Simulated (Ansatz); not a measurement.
# Other spins and charges of B–BH–F, triplet at one geometry

Geometry (PBE0/def2-TZVP stationary point for this spin, not checked as a minimum):

```yaml
atoms:
  - { symbol: B, position_ang: [0.0000, -0.2860, 1.6155] }
  - { symbol: B, position_ang: [0.0000, 0.4445, 0.1548] }
  - { symbol: F, position_ang: [0.0000, -0.1777, -1.0181] }
  - { symbol: H, position_ang: [0.0000, 1.6488, 0.2021] }
```

Basis cc-pVDZ; Ansatz 0.2.0. Correlated methods freeze the noble-gas cores. Prefix R: restricted or restricted open-shell reference; prefix U: unrestricted.

Gaps are energies of the second state less the first, at fixed atoms, for a selection of the levels run; each method lands on the state that its own search finds for that charge and spin.

For open shells CISD is restricted-active-space CI with the open shells as a complete middle space.

Removing an electron, to the doublet: 8.890 eV at UCCSDT(Q).

| level | gap (eV) | error (meV) |
| --- | --- | --- |
| RHF | 8.613 | -277 |
| UHF | 8.618 | -272 |
| RMP2 | 8.867 | -23 |
| UMP2 | 8.861 | -29 |
| CISD | 8.859 | -31 |
| RCCSD | 8.889 | -1 |
| UCCSD | 8.887 | -3 |
| RCCSD(T) | 8.885 | -5 |
| UCCSD(T) | 8.885 | -5 |
| BCCD(T) | 8.887 | -3 |
| RCCSDT | 8.891 | 1 |
| UCCSDT | 8.891 | 1 |
| RCCSDT(Q) | 8.893 | 3 |
| PBE | 9.138 | 248 |
| r2SCAN | 9.286 | 396 |
| PBE0 | 9.216 | 326 |
| B3LYP | 9.129 | 239 |
| wB97M-V | 8.992 | 102 |
| B2PLYP | 8.956 | 66 |
| RPA-PBE | 8.959 | 69 |

Removing an electron, to the quartet: 12.083 eV at UCCSDT(Q).

| level | gap (eV) | error (meV) |
| --- | --- | --- |
| RHF | 11.782 | -301 |
| UHF | 11.607 | -476 |
| RMP2 | 11.973 | -110 |
| UMP2 | 12.011 | -72 |
| CISD | 12.059 | -24 |
| RCCSD | 12.140 | 57 |
| UCCSD | 12.137 | 54 |
| RCCSD(T) | 12.092 | 9 |
| UCCSD(T) | 12.094 | 11 |
| BCCD(T) | 12.095 | 12 |
| RCCSDT | 12.089 | 6 |
| UCCSDT | 12.089 | 6 |
| RCCSDT(Q) | 12.090 | 7 |
| PBE | 11.730 | -353 |
| r2SCAN | 11.802 | -281 |
| PBE0 | 12.013 | -70 |
| B3LYP | 12.070 | -13 |
| wB97M-V | 12.147 | 64 |
| B2PLYP | 12.035 | -48 |
| RPA-PBE | 11.975 | -108 |

Quintet less triplet: 4.185 eV at UCCSDT(Q).

```csv
level,gap (eV),error (meV)
RHF,3.791,-394
UHF,3.749,-436
RMP2,4.133,-52
UMP2,4.111,-74
CISD,4.138,-47
RCCSD,4.200,15
UCCSD,4.198,13
RCCSD(T),4.187,2
UCCSD(T),4.187,2
BCCD(T),4.186,1
RCCSDT,4.187,2
UCCSDT,4.187,2
RCCSDT(Q),4.190,5
PBE,3.858,-327
r2SCAN,3.761,-424
PBE0,4.027,-158
B3LYP,4.298,113
wB97M-V,4.384,199
B2PLYP,4.346,161
RPA-PBE,4.155,-30
```

In so small a basis the reference is far from its limit while semilocal and hybrid functionals are nearer theirs (RPA and double hybrids share much of the reference's basis error), so the functionals' errors here hold much of the reference's basis and frozen-core error, which can add to them or hide them.

Full CI isn't at hand for all of this; UCCSDT(Q) serves as the reference, and is uncertain by about the last step of the cluster series. The frozen core follows each run's orbitals, which can shift R against U totals by a few meV.
